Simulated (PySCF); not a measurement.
# Broadened absorption spectrum of C4H5NO

Compound: C₄H₅NO.
SMILES: `CC(CC#N)=O`

Computed, not measured: TDDFT CAM-B3LYP/def2-SVPD, vertical, gas phase, core orbitals frozen in the response in PySCF 2.14.0, density-fitted response routines. One conformer (not necessarily the lowest) at the GFN2-xTB geometry, without solvent, vibrations or thermal averaging. Torsions of this conformer, `[CH3:1][C:2](=[O:3])[CH2:4][C:5]#[N:6]`: C1–C2–C4–C5 -52°.

Broadening: Gaussians 0.25 eV wide at half height, area fixed by f = 4.319×10⁻⁹ ∫ε dν̃. The width is an assumption, not a result. The curve ends short of the highest state used, and states not computed would add to its high-energy end.

```csv
E (eV),ε (L mol⁻¹ cm⁻¹)
4.14,0
4.31,5
4.48,31
4.65,15
4.82,1
4.98,0
5.15,0
5.32,0
5.49,0
5.66,0
5.83,0
6.00,0
6.16,0
6.33,0
6.50,0
6.67,0
6.84,0
7.01,20
7.18,558
7.34,1253
7.51,567
7.68,1204
7.85,3042
8.02,3248
```

(1) Locate the maxima and give the states behind the curve.

(2) Coming from long wavelengths, where does ε first pass 100 L mol⁻¹ cm⁻¹?

(3) On this curve, what absorbance would a 10⁻³ mol/L sample give at 266 nm over a 1 cm path?

## Answers

(1) 275 nm (4.52 eV), ε about 32, made up of S1 (100%); 169 nm (7.32 eV), ε about 1300, made up of S2 (98%); 156 nm (7.95 eV), ε about 3800, made up of S4 (12%) and S5 (88%) (ε in L mol⁻¹ cm⁻¹; maxima over ε = 5, shares over 10%). The states used: S1 4.52 eV (f 0.0003); S2 7.32 eV (f 0.012); S3 7.57 eV (f 0.0030); S4 7.78 eV (f 0.014); S5 7.97 eV (f 0.032); S6 8.37 eV (f 0.022); S7 8.60 eV (f 0.017); S8 8.62 eV (f 0.024).

(2) At about 175 nm (7.08 eV), 2.56 eV above S1.

(3) 266 nm is 4.661 eV, where ε is about 13 L mol⁻¹ cm⁻¹, so A = ε c l ≈ 0.013 (Beer–Lambert, with the gas-phase spectrum and the assumed width).
